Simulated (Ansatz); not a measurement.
S₄, relaxed as a singlet with RKS PBE0-D4/def2-TZVP in Ansatz, starting from the GFN2-xTB geometry. Force threshold 0.02 eV/Å.

Another isomer (singlet) lies 0.63 eV lower at PBE0-D4/def2-TZVP; other spin states weren't run for this one.

Start:

```xyz
4

S    -1.289    0.711    0.074
S     0.285    0.572   -1.328
S     0.015   -0.209    1.459
S     0.989   -1.074   -0.205
```

| step | energy (eV) | largest force component (eV/Å) | SCF passes |
| --- | --- | --- | --- |
| 1 | -43327.1588 | 0.342 | 14 |
| 2 | -43327.2081 | 0.183 | 17 |
| 3 | -43327.2151 | 0.046 | 19 |
| 4 | -43327.2163 | 0.005 | 19 |

Force components are those of the run's own axes.

End:

```
atom    x (Å)    y (Å)    z (Å)
  S1  -1.3022   0.6365   0.0520
  S2   0.3242   0.6131  -1.2738
  S3   0.0608  -0.1478   1.4416
  S4   0.9172  -1.1018  -0.2198
```

By distances, no bond broke or formed. The bond that changes most is S3–S4, from 2.11 to 2.10 Å (atoms count from 1).

No frequencies were taken in this run, so the end may be a saddle point.

Run time 5.5 s (4 threads of Arm Neoverse V1 on a shared host).
